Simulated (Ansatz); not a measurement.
Frontier orbitals of C$_{3}$H$_{5}$+ (`C=C[CH2+]`).

Cartesian coordinates in Å:
```
C 1.1090 -0.4309 -0.0127
C 0.0465 0.3402 -0.4207
C -1.1373 0.2238 0.2687
H 1.0149 -1.1121 0.8298
H 2.0729 -0.3872 -0.5136
H 0.1393 1.0197 -1.2607
H -1.2295 -0.4580 1.1108
H -2.0157 0.8045 -0.0015
```

The species carries charge 1 and has multiplicity 1. All single points use the PBE0-D4/def2-TZVP geometry. Basis def2-TZVPP, the Gaussian-basis code of Ansatz.

Orbital energies of one run (eV). Highest occupied ones, from the top: -18.71, -20.19, -20.77, -22.60, -23.89, -25.92, -29.46, -33.25, -282.15, -283.71, -283.71. Empty: -8.01, -2.98, -1.21, -0.93, -0.31, 0.62.

(1) Which functional gave them?
A. LC-ωPBE
B. ωB97M-V
C. r2SCAN
D. BLYP

Answers

(1) A. HOMO energies: LC-ωPBE -18.71, BLYP -14.88, ωB97M-V -18.20, r2SCAN -15.21 eV.

LC-ωPBE has ω = 0.4 bohr⁻¹.
